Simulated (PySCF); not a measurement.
SiMe2H2, C2H8Si.
InChI=1S/C2H8Si/c1-3-2/h3H2,1-2H3

Method used: PySCF 2.14.0, density-fitted response routines, TDDFT CAM-B3LYP/def2-SVPD, vertical, gas phase, core orbitals frozen in the response. Geometry: PBE0-D3(BJ)/def2-SVP; no solvent, vibrations or thermal averaging.

**Question.** Predict the UV-vis stick spectrum at this level.

**Answer.** 

| state | E (eV) | λ (nm) | ν̃ (cm⁻¹) | f | main configurations (H = HOMO, L = LUMO) |
| --- | --- | --- | --- | --- | --- |
| S1 | 8.34 | 148.6 | 67270 | 0.081 | H→L (92%) |
| S2 | 8.57 | 144.7 | 69090 | 0.020 | H-1→L (84%), H→L+1 (12%) |
| S3 | 8.60 | 144.1 | 69400 | 0.050 | H-2→L (90%) |
| S4 | 8.78 | 141.2 | 70830 | 0.0000 | H-2→L+1 (87%), H-2→L+6 (10%) |
| S5 | 8.85 | 140.1 | 71370 | 0.023 | H→L+1 (80%), H-1→L (9%) |
| S6 | 8.86 | 139.9 | 71460 | 0.101 | H-1→L+1 (82%) |
| S7 | 9.24 | 134.2 | 74510 | 0.050 | H-2→L+2 (72%), H-2→L+3 (15%), H-1→L+4 (9%) |
| S8 | 9.42 | 131.6 | 76020 | 0.247 | H-1→L+2 (86%), H-1→L+3 (8%) |
| S9 | 9.52 | 130.2 | 76820 | 0.101 | H→L+2 (89%) |
| S10 | 9.73 | 127.4 | 78510 | 0.013 | H→L+3 (86%) |

Triplets (Tamm–Dancoff): T1 8.06 eV, H→L (72%), H-1→L+1 (20%); T2 8.12 eV, H-1→L (64%), H→L+1 (26%); T3 8.15 eV, H-2→L (67%), H-2→L+3 (22%); T4 8.37 eV, H-2→L+1 (78%), H-2→L+6 (14%).

The lowest singlet lies at 8.34 eV (149 nm, vacuum ultraviolet) and is of moderate strength; its leading configuration is HOMO→LUMO (92%). The strongest level in the table is S8 at 9.42 eV (132 nm, f = 0.247). Löwdin shares by element: HOMO carbon 56%, silicon 23%, hydrogen 6% or more (atoms not listed hold the other 16%); LUMO silicon 32%, carbon 29%, hydrogen 6% or more (atoms not listed hold the other 34%). Orbital energies (eV): HOMO-3 -12.54, HOMO-2 -10.37, HOMO-1 -10.32, HOMO -10.23, LUMO 1.25, LUMO+1 1.67, LUMO+2 2.08. The oscillator strengths of these states sum to 0.686; summed over the whole spectrum of an exact calculation they would give the number of electrons, 34 (Thomas–Reiche–Kuhn). The listed states span 1.39 eV, and the widest gap between neighbours is 0.38 eV (S6 to S7). No computed singlet lies in the visible range (380 to 750 nm); the lowest, at 149 nm, stands 5.08 eV above its violet end (3.26 eV). Only the lowest 10 singlets were computed, as vertical energies without vibronic structure.
